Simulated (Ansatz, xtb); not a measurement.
## A geometry optimisation of CH6N2O with r2SCAN-D4/def2-SVP

The starting geometry of this gas-phase singlet was built from a drawn formula by distance geometry and a force field; its bonds are those of `[CH2-][NH2+]NO`.

```yaml
atoms:
  - { symbol: C, position_ang: [0.4076, -0.5000, 2.0972] }
  - { symbol: N, position_ang: [-0.6005, -0.6440, 1.2045] }
  - { symbol: N, position_ang: [-0.1454, -0.1728, -0.0418] }
  - { symbol: O, position_ang: [-1.1499, -0.3702, -1.1015] }
  - { symbol: H, position_ang: [1.2768, -1.2216, 2.1588] }
  - { symbol: H, position_ang: [0.3589, 0.3042, 2.8592] }
  - { symbol: H, position_ang: [-1.4609, -0.2278, 1.4533] }
  - { symbol: H, position_ang: [-0.9108, -1.6679, 1.0480] }
  - { symbol: H, position_ang: [-0.0370, 0.8465, -0.0209] }
  - { symbol: H, position_ang: [-0.6779, -0.6889, -1.8039] }
```

Question: Predict what it relaxes into with r2SCAN-D4/def2-SVP.

Answer: It loosens into CH4N + H2NO, which stay close as a complex. Contacts that open: N2–N3 (1.41 → 2.17 Å).

The energy falls by 1.57 eV over 17 steps:

```
step  E − E(last) (eV)
   1             1.569
   3             0.836
   5             0.233
   6             0.123
   8             0.083
  10             0.016
  12             0.004
  13             0.001
  15             0.000
  17             0.000
```

Final geometry (Å):

```tsv
atom	x (Å)	y (Å)	z (Å)
C	0.1865	-0.5325	2.4642
N	-0.3284	-0.9042	1.2948
N	0.0575	-0.2562	-0.7420
O	-1.3072	0.1695	-0.8538
H	1.0266	-1.0953	2.8718
H	-0.0433	0.4677	2.8360
H	-1.2101	-0.5150	0.9327
H	-0.1419	-1.8401	0.9505
H	0.4892	0.6160	-0.4006
H	-1.6681	-0.4524	-1.5006
```

From the same start GFN2-xTB reaches the same bonding as this run.

The end wasn't checked by frequencies. Run with Ansatz 0.2.0, 14 s on 2 threads of Intel(R) Xeon(R) 6975P-C (Granite Rapids) (shared host).
